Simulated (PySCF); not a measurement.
PySCF input file for C₂H₆O, SMILES COC, PBE/pcSseg-1. Coordinates come from a PBE0-D3(BJ)/def2-TZVP optimisation.

```python
import numpy as np
from pyscf import gto, scf, dft
from pyscf.prop.nmr import rks as nmr

mol = gto.M(
    atom='''
    C     1.16005635   -0.00000000   -0.19370360
    O     0.00000000    0.00000000    0.58817087
    C    -1.16005635   -0.00000000   -0.19370360
    H     1.21399846    0.89071488   -0.83633434
    H     1.21399846   -0.89071488   -0.83633434
    H     2.01550849    0.00000000    0.48220678
    H    -1.21399847    0.89071488   -0.83633434
    H    -2.01550849    0.00000000    0.48220679
    H    -1.21399847   -0.89071488   -0.83633433
    ''',
    basis='pcSseg-1',
    charge=0,
    spin=0,
    max_memory=1600,
    verbose=3,
)
mf = dft.RKS(mol, xc='pbe')
mf.grids.level = 3
mf.conv_tol = 1e-10
mf.max_cycle = 100
mf.kernel()
n = nmr.NMR(mf)
n.verbose = 2
n.max_cycle_cphf = 60
sigma = n.kernel()
print('atom   isotropic/ppm   span/ppm')
for i, s in enumerate(sigma):
    w = np.linalg.eigvalsh((s + s.T) / 2)
    print(f'{mol.atom_symbol(i):2s}{i + 1:3d} {w.mean():14.3f} {w[2] - w[0]:11.3f}')
```

Output:

```
converged SCF energy = -154.809324149413
atom   isotropic/ppm   span/ppm
C   1        117.550      95.163
O   2        320.069      62.501
C   3        117.550      95.163
H   4         28.372       8.780
H   5         28.372       8.780
H   6         27.667       9.016
H   7         28.372       8.780
H   8         27.667       9.016
H   9         28.372       8.780
```

Self-consistency was reached.
